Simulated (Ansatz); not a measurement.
Input for Ansatz (development build ahead of 0.2.0):

```yaml
crystal:
  periodic: [false, false, false]
  atoms:
    - { symbol: B, position_ang: [0.36965, -0.03123, 0.84126] }
    - { symbol: B, position_ang: [-0.30469, 0.01233, -0.68602] }
    - { symbol: H, position_ang: [-0.38145, 0.89603, 0.1684] }
    - { symbol: H, position_ang: [0.35177, -0.91332, -0.20682] }
    - { symbol: H, position_ang: [-0.28581, -0.47566, 1.71712] }
    - { symbol: H, position_ang: [1.46611, 0.38763, 0.96333] }
    - { symbol: H, position_ang: [-1.4941, -0.3975, -1.04831] }
    - { symbol: H, position_ang: [0.28058, 0.47743, -1.77841] }
basis:
  gaussian: { orbitals: def2-SVP }
total_charge: 1
magnetization:
  spin_polarized: true
  initial_magnetization: 1
hamiltonian:
  xc: hf
output:
  forces: true
```

The input is written out in the form of the current development build from the run's settings.

Output:

* Converged: yes
* Total energy: -52.36556 hartree
* Spin squared of the determinant: 0.781
* Stability test: minimum

Forces (eV/Å):
```json
{"atom": "B1", "Fx": "0.553", "Fy": "0.005", "Fz": "1.086"}
{"atom": "B2", "Fx": "-0.571", "Fy": "-0.201", "Fz": "-0.178"}
{"atom": "H3", "Fx": "-0.076", "Fy": "0.459", "Fz": "0.279"}
{"atom": "H4", "Fx": "0.290", "Fy": "-0.447", "Fz": "0.098"}
{"atom": "H5", "Fx": "-0.196", "Fy": "-0.110", "Fz": "0.121"}
{"atom": "H6", "Fx": "0.241", "Fy": "0.102", "Fz": "-0.026"}
{"atom": "H7", "Fx": "0.714", "Fy": "0.493", "Fz": "-0.960"}
{"atom": "H8", "Fx": "-0.954", "Fy": "-0.301", "Fz": "-0.419"}
```
